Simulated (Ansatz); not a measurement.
CsCl-type TlCl was calculated with PBE (Ansatz, an electronic-structure program, plane waves, PAW).

Numerical settings: plane-wave cutoff 520 eV, 6×6×6 k mesh, scalar-relativistic PAW data made under PBE.

Cell (relaxed at this level):

```xyz
2
Lattice="3.8999 0.0000 0.0000 0.0000 3.8999 0.0000 0.0000 0.0000 3.8999" Properties=species:S:1:pos:R:3 pbc="T T T"
Tl     0.0000     0.0000     0.0000
Cl     1.9499     1.9499     1.9499
```

### Question
Give the computed Voigt–Reuss–Hill bulk modulus, Poisson ratio, polycrystal shear modulus (Hill average), elastic constant C11, elastic constant C12 and elastic constant C44.

### Answer

* **Voigt–Reuss–Hill bulk modulus**: 22.1 GPa
* **Poisson ratio**: 0.343
* **polycrystal shear modulus (Hill average)**: 7.76 GPa
* **elastic constant C11**: 40.0 GPa
* **elastic constant C12**: 13.2 GPa
* **elastic constant C44**: 5.29 GPa

Elastic constants are with the ions relaxed.

Spin–orbit coupling is not included; it can shift volumes and moduli of such heavy elements.

Computed values are for the static lattice.
